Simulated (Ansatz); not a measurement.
Species: vinyl fluoride, C2H3F (charge 0, singlet). 
Structure (B3LYP-D3(BJ)/def2-TZVP (Ansatz, a program for electronic structure) minimum search):
```
C
C 1 1.3174
F 1 1.3475 2 122.16
H 2 1.0798 1 119.40 3 180.00
H 2 1.0810 4 119.01 1 180.00
H 1 1.0823 2 126.09 4 0.00
```
Charge 0, spin multiplicity 1.

Basis-set convergence of Hartree-Fock and CCSD(T) correlation energies (hartree) with Ansatz. Correlated levels leave the core frozen unless marked. No spin-orbit coupling. No relativistic terms.

| basis | functions | E(HF) | E(corr, CCSD(T)) | rough core time |
|---|---|---|---|---|
| aug-cc-pVDZ | 96 | -176.90811 | -0.52046 | under 20 s |
| aug-cc-pVTZ | 207 | ? | ? | 30 s |

Some entries are withheld; supply them.


- aug-cc-pVTZ, E(HF): -176.95641
- aug-cc-pVTZ, E(corr, CCSD(T)): -0.62849
